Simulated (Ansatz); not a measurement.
# BNH (doublet): the correlation ladder at distance B1–N2 = 2.440 Å, 6-31G

How much of the correlation energy of BNH (doublet) does each wave-function method recover here?

The runs use Ansatz 0.2.0, Gaussian basis; 6-31G, core rule «outside noble gas», up to 2 orbitals frozen.

Plan: UHF; CCSD(T) on ROHF; CCSD(T) on UHF; BCCD(T) on ROHF; CISD; CCSDT(Q) on ROHF; CCSDT(Q) on UHF; CISDTQ; CCSDTQ on ROHF; CASSCF and MRCISD+Q, 3 electrons in 3 orbitals; CASSCF and NEVPT2, 3 electrons in 3 orbitals; CASSCF and MRCISD+Q, 9 electrons in 9 orbitals; CASSCF and NEVPT2, 9 electrons in 9 orbitals; Full CI.

21 further runs of the same task are left out: 2 for a known fault of the program, 13 that didn't finish, 6 set aside as unsound or not needed.

## (1) The geometry

The geometry derives from a PBE0/def2-TZVP stationary point (not a proven minimum). One bond is set to the value named and the two fragments are kept rigid.

3 atoms, charge 0, spin multiplicity 2.

Atoms are counted from 1 here; the program's logs count them from 0.

Bond lengths: B1–H3 1.174 Å.

## (2) UHF

File in.yaml:

```yaml
crystal:
  periodic: [false, false, false]
  atoms:
    - {symbol: B, position_ang: [0.000000, 0.000000, 0.422036]}
    - {symbol: N, position_ang: [0.000000, 0.000000, -2.017964]}
    - {symbol: H, position_ang: [0.000000, 0.000000, 1.595928]}
basis:
  gaussian: {orbitals: 6-31G}
magnetization: {spin_polarized: true, initial_magnetization: 1}
hamiltonian: {xc: hf}
output: {orbitals: {seedname: orbitals}}
```

On the command line:

```bash
$ ansatz run in.yaml --threads 1 --pin off --events-out ev --progress --plain --max-ram 2393MiB
```

The runs that follow: CCSD(T) on ROHF; CCSD(T) on UHF; BCCD(T) on ROHF; CISD; CCSDT(Q) on ROHF; CCSDT(Q) on UHF; CISDTQ; CCSDTQ on ROHF; CASSCF and MRCISD+Q, 3 electrons in 3 orbitals; CASSCF and NEVPT2, 3 electrons in 3 orbitals; CASSCF and MRCISD+Q, 9 electrons in 9 orbitals; CASSCF and NEVPT2, 9 electrons in 9 orbitals; Full CI.

Before running them: what should the planned runs give, taken together? Wanted: FCI below the UHF energy; UMP2 from FCI; UCCSD(T) from FCI; UCCSDT(Q) from FCI; NEVPT2 pair from FCI; NEVPT2 valence from FCI; MRCISD+Q valence from FCI; effectively unpaired electrons.

As calculated:

| quantity | value |
| --- | --- |
| FCI below the UHF energy | -2.3997 eV |
| UMP2 from FCI | +21.47 kcal/mol |
| UCCSD(T) from FCI | +3.32 kcal/mol |
| UCCSDT(Q) from FCI | +0.79 kcal/mol |
| NEVPT2 pair from FCI | +65.19 kcal/mol |
| NEVPT2 valence from FCI | +10.56 kcal/mol |
| MRCISD+Q valence from FCI | +0.44 kcal/mol |
| levels within 1 kcal/mol (43 meV) | UCCSDT(Q), MRCISD+Q valence |
| effectively unpaired electrons | 3.34 |

In words: UCCSD(T) lands +3.32 kcal/mol from the yardstick (6.0 % of the correlation energy). With 3.3 effectively unpaired electrons against 1 the state is strongly multireference. Of the multireference levels listed MRCISD+Q valence comes nearest in total energy (+0.44 kcal/mol), which doesn't show that its space is the better one. These misses are within one basis, not against nature; the frozen cores of restricted and unrestricted runs differ, which can shift their rows.
